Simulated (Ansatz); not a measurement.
**BN+ (quartet): wave-function methods side by side, def2-QZVPP**

One table from this session's results is given with a row withheld; the runs are named, their logs left out.

Program: Ansatz 0.2.0, Gaussian basis. Level of theory: def2-QZVPP, core rule «outside noble gas», up to 2 orbitals frozen. These are calculated values, not measurements.

The runs, in order: UHF; ROHF; CCSD(T) on UHF.

2 further runs of the same task are left out: 2 set aside as unsound or not needed.

**The system**

The geometry is a PBE0/def2-TZVP stationary point (not a proven minimum) of the parent state, kept for this charge and spin.

2 atoms, charge 1, spin multiplicity 4.

Atoms are counted from 1 here; the program's logs count them from 0.

Bond lengths: B1–N2 1.315 Å.

Coordinates:

```
B     0.0000    0.0000    0.0000
N     0.0000    0.0000    1.3155
```

The first run:

File in.yaml:

```yaml
crystal:
  periodic: [false, false, false]
  atoms:
    - {symbol: B, position_ang: [0.000000, 0.000000, 0.000000]}
    - {symbol: N, position_ang: [0.000000, 0.000000, 1.315453]}
basis:
  gaussian: {orbitals: "def2-QZVPP.json"}
total_charge: 1
magnetization: {spin_polarized: true, initial_magnetization: 3}
hamiltonian: {xc: hf}
output: {orbitals: {seedname: orbitals}}
```

Started as:

```
ansatz run in.yaml --threads 1 --pin off --events-out ev --progress --plain --max-ram 2393MiB
```

Among the steps run: UHF; ROHF; CCSD(T) on UHF.

One of the session's tables, all rows but one given; the rest of the session is left out.

```
  method  from UCCSD(T) (kcal/mol)
    ROHF                   +123.61
     UHF                   +120.90
    UMP2                    +17.43
   UCCSD                         ?
UCCSD(T)                         0
```

Q: Estimate the row for UCCSD from the others.

As computed: from UCCSD(T) (kcal/mol): +4.49. In the column «from UCCSD(T) (kcal/mol)» it lies between UCCSD(T) (0) and UMP2 (+17.43).
